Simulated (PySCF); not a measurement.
# BFH5N: the cost of one run

Computed with PySCF 2.14.0, with density-fitted response routines of our own, on a single molecule in the gas phase. Atoms count from 0, in the outputs and in this text.

## 1. The molecule as given

8 atoms, charge 0, multiplicity 1; geometry from: GFN2-xTB. The atoms were then displaced at random by about 0.01 Å, so the start is not that level's minimum.

Bonds of the start (Å): N0–B1 1.70, B1–F2 1.40, N0–H3 0.99, N0–H4 1.02, N0–H5 1.03, B1–H6 1.19, B1–H7 1.18.

## 2. Optimising the geometry at PBE0-D3(BJ)/def2-SVP

What the job is given:

```
{"job": {"xc": "PBE0", "basis": "def2-SVP", "d3": "d3bj", "grid": 1, "shake": 0.01, "kind": "geom"}, "charge": 0, "multiplicity": 1}
N      0.850560     0.056930     0.093390
B     -0.830130    -0.171280    -0.056350
F     -1.241240     1.008620    -0.677440
H      1.320020    -0.704530     0.526540
H      1.184670     0.225710    -0.859300
H      0.950210     0.932280     0.635040
H     -1.235690    -0.260560     1.055260
H     -0.943270    -1.106310    -0.769600
```

On the command line:

```bash
OMP_NUM_THREADS=1 python probes_run.py task.json out
```

This one command runs all jobs of the session in turn.

Q: Estimate the wall time and peak memory of this first job on 1 thread of Arm Neoverse V1, shared host.

About 12 s, with a peak of 0.3 GiB.
